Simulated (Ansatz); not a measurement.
## How basis sets differ on CF+ (SMILES [C+]F)

CF+: 2 atoms, total charge +1, spin state singlet. SMILES: `[C+]F`. The coordinates come from a PBE0-D4/def2-TZVP relaxation. The run starts from this shape.

```xyz
2

C     0.4923   -0.1608    0.2532
F    -0.4923    0.1608   -0.2532
```

Quantity: the adiabatic ionisation energy (to the doublet dication, no zero-point term), in eV. The values are calculated.

```
                          level          kind  program  value (eV)
                      HF/STO-3G  Hartree–Fock   Ansatz       24.86
                       HF/3-21G  Hartree–Fock   Ansatz       25.43
HF/6-31G* (Cartesian functions)  Hartree–Fock   Ansatz       24.97
                     HF/cc-pVTZ  Hartree–Fock   Ansatz       24.82
```

The values span 24.82 to 25.43 eV.
